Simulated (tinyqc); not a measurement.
Worked calculation: extended Hueckel theory, for BH3. One step of it, computed by the program tinyqc.

Task: Mulliken analysis. P = C n C^T; charge = valence electrons (B 3, H 1) minus the sum of (P S)_ii on the atom; overlap population = 2 sum P_ij S_ij between two atoms.

coefficients:
```
              MO1        MO2        MO3        MO4        MO5        MO6        MO7
1B 2s    0.530281   0.000000  -0.000024   0.021173   0.000000  -0.000849   1.502579
1B 2px   0.000001   0.000000   0.399135   0.000000   0.000000   1.312685   0.000975
1B 2py   0.000000   0.399108   0.000000   0.000000   1.312693   0.000000   0.000000
1B 2pz  -0.000261   0.000000   0.000000   0.999702   0.000000   0.000021  -0.037447
2H 1s    0.281118   0.000000   0.585915  -0.005768   0.000000  -1.019443  -0.797650
3H 1s    0.281081   0.507444  -0.292995  -0.005769  -0.883225   0.510410  -0.796495
4H 1s    0.281081  -0.507444  -0.292995  -0.005769   0.883225   0.510410  -0.796495
```

occupations: 2.000000  2.000000  2.000000  0.000000  0.000000  0.000000  0.000000

overlap S, lower triangle:
```
           1B 2s     1B 2px     1B 2py     1B 2pz     2H 1s     3H 1s     4H 1s
1B 2s   1.000000
1B 2px  0.000000   1.000000
1B 2py  0.000000   0.000000   1.000000
1B 2pz  0.000000   0.000000   0.000000   1.000000
2H 1s   0.489466   0.532462   0.000000  -0.011205  1.000000
3H 1s   0.489401  -0.266179   0.461108  -0.011203  0.092909  1.000000
4H 1s   0.489401  -0.266179  -0.461108  -0.011203  0.092909  0.092870  1.000000
```

Give: charges; Overlap populations.

Result:

charges: 1B 0.616, 2H -0.205, 3H -0.205, 4H -0.205

Overlap populations:
```
pair      value
2-1    0.789924
3-1    0.789858
3-2   -0.034433
4-1    0.789858
4-2   -0.034433
4-3   -0.034416
```
